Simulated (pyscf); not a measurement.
`[SiH3][SiH2][Cl]` + `[H]` [doublet] → `[SiH3][SiH][Cl]` [doublet] + `[H][H]` (hydrogen abstraction; doublet surface; H–Si broken, H–H formed). PySCF, gas phase, ωB97X-D3(BJ)/def2-SVP geometries. Rate constants from transition-state theory, ωB97M-D3(BJ)/def2-TZVP energies (ideal gas, 1 atm, RRHO with modes under 100 cm⁻¹ raised to 100, one conformer, R ln 2 for chiral ones without a mode under 150 cm⁻¹; no tunnelling), k in cm³ molecule⁻¹ s⁻¹.

```tsv
T (K)	1000/T	log10 k
298	3.354	-13.04
600	1.667	-11.50
900	1.111	?
1200	0.833	-10.48
```

### Question
Fit an Arrhenius line to the three values, give the activation energy, and predict k at 900 K.

### Answer
Least squares gives log10 k = -9.72 − 1.00 × 1000/T, so Ea = 1.00 × ln 10 × 1.987 = 4.6 kcal/mol, against an electronic barrier of 4.0. At 900 K the line gives -10.83; the computed value is -10.86 (ΔG‡ = 21.5 kcal/mol), close to the line. One saddle was located; it need not be the lowest between these sides. The angle at the transferred H is 175°.
